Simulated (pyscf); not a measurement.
PySCF, gas phase, ωB97X-D3(BJ)/def2-SVP geometries. Correlated levels are frozen-core, on RHF or UHF. ΔMP2 is the change of the MP2 total energy from the triple- to the quadruple-zeta basis.

For the elementary gas-phase step HC≡C–CH₃ (SMILES C#CC) + HF (SMILES F) → H₂C=C=CH₂ (SMILES C=C=C) + HF (SMILES F) (singlet surface; C–H, F–H broken, C–H, F–H formed), what barrier and reaction energy does CCSD(T)/def2-TZVPP + ΔMP2(QZVPP) give, measured from the separated reactants?

ΔE‡ = 2.19 eV, ΔE = +0.06 eV. Zero-point energy shifts the barrier by -0.09 eV. It is a concerted two-bond exchange, with an imaginary mode of 2096i cm⁻¹. On the reactant side the descent ends in a complex, 0.28 eV under the separated species and 2.27 eV under the saddle at ωB97X-D3(BJ)/def2-TZVP. On the product side the descent ends in a complex, 0.22 eV under the separated species and 2.21 eV under the saddle at ωB97X-D3(BJ)/def2-TZVP. At ωB97X-D3(BJ) the barrier from the zero used here is 1.99 eV. One saddle was located; it need not be the lowest between these sides. The CCSD(T) − MP2 part came from Ansatz, without density fitting, on the same reference.
